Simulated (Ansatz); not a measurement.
Relaxation of CH₂LiO (5 atoms, charge 1, multiplicity 1), to a largest force component of 0.02 eV/Å in at most 40 steps.

Level of theory: RKS PBE-D4/6-31G* (Ansatz).

```xyz
5
Properties=species:S:1:pos:R:3
Li -0.085 -0.134 -2.353
C -0.027 -0.048 0.642
O -0.090 -0.136 -0.574
H 0.914 -0.328 1.135
H -0.711 0.646 1.149
```

Where does it end, and by what steps?

It converged. Limits of this set-up: the dipole of an ion depends on the origin. After 6 steps the energy has fallen by 0.187 eV; C2 moved furthest, 0.12 Å.

| step | energy less start (eV) | largest force component (eV/Å) | accepted |
| --- | --- | --- | --- |
| 0 | 0.0000 | 1.784 | yes |
| 1 | -0.0486 | 1.639 | yes |
| 2 | -0.1839 | 0.188 | yes |
| 3 | -0.1858 | 0.100 | yes |
| 4 | -0.1855 | 0.487 | no |
| 5 | -0.1865 | 0.057 | yes |
| 6 | -0.1869 | 0.001 | yes |

```xyz
5
Properties=species:S:1:pos:R:3
Li -0.126 -0.199 -2.411
C 0.033 0.052 0.627
O -0.036 -0.047 -0.599
H 0.882 -0.392 1.186
H -0.753 0.587 1.198
```

Time of the run: 5.5 s on 1 thread of Arm Neoverse V2 (shared host), peak memory 0.11 GiB.
